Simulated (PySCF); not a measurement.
hydrogen cyanide (CHN), SMILES N#C. Geometry optimised at B3LYP-D3(BJ)/def2-TZVPD.

Computed equilibrium geometry at B3LYP-D3(BJ)/def2-TZVPD (PySCF confirms it by a frequency run) as bond lengths and angles, and its point group:
point group C∞v.
Atoms: C1 N2 H3. Bonds (Å): C1–N2 1.146, C1–H3 1.067. Bond angles (°): N2–C1–H3 180.0.
Charge 0, spin multiplicity 1.
